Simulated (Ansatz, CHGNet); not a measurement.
For 2H WSe2, the machine-learned potential CHGNet 0.3.0 (trained on PBE and PBE+U data) gives:

```
Property                Value
-------------------  --------
lattice parameter a   3.321 Å
c axis length        18.012 Å
```

What does r²SCAN+rVV10 (Ansatz, a quantum-chemistry and plane-wave program, plane waves, PAW) give for the same quantities?


- lattice constant a: 3.300 Å (falls by 0.6 %)
- lattice parameter c: 13.148 Å (decreases by 27 %)

For comparison: lattice constant a 3.282 Å (measured, 300 K, no zero-point or thermal correction; as tabulated in arXiv:1605.07067); lattice parameter c 12.96 Å (measured, 300 K, no zero-point or thermal correction; as tabulated in arXiv:1605.07067).

Changes are worked out from the printed values.

Unless a cell is named, each level is at its own relaxed cell (CHGNet 0.3.0 28.68, r²SCAN+rVV10 20.66 Å³/atom).

Levels without +SOC leave out spin–orbit coupling, which shifts energies and cells of such heavy elements.

Caveats: the cell has another shape than the first-principles one, perhaps another minimum in the same group (CHGNet 0.3.0); the cell moved over 20 % in volume from its start (CHGNet 0.3.0). Ansatz's density-functional and Hartree–Fock values are scalar-relativistic unless marked +SOC, with PAW data made under PBE.
